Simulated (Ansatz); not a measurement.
# fcc Pb

The numbers are results of r²SCAN+rVV10 (Ansatz, an electronic-structure program, plane waves, PAW), not measurements.

Run with plane-wave cutoff 500 eV, 26×26×26 k mesh, Fermi–Dirac smearing 0.1 eV, scalar-relativistic PAW data made under PBE.

Cell (relaxed at this level):

```xyz
1
Lattice="0.0000 2.4784 2.4784 2.4784 0.0000 2.4784 2.4784 2.4784 0.0000" Properties=species:S:1:pos:R:3 pbc="T T T"
Pb     0.0000     0.0000     0.0000
```

| Item | Result |
|---|---|
| volume per atom | 30.45 Å³/atom |
| lattice constant a | 4.957 Å |

Measured, for comparison: equilibrium volume per atom 29.45 Å³/atom (low-temperature or extrapolated to 0 K; zero-point anharmonic expansion removed; as tabulated in Csonka et al. (2009), arXiv:0903.4037); lattice constant a 4.902 Å (low-temperature or extrapolated to 0 K; zero-point anharmonic expansion removed, our sources range from 4.902 to 4.912; as tabulated in Csonka et al. (2009), arXiv:0903.4037). Computed (rounded) less measured: equilibrium volume per atom +3.4 %, lattice constant a +1.1 % (+0.9 % to +1.1 % over the range).

Spin–orbit coupling is not included; it can shift volumes and moduli of such heavy elements.

The computed numbers hold no vibrational or temperature effects.

Computing time: about 100 core-seconds (a rough figure).
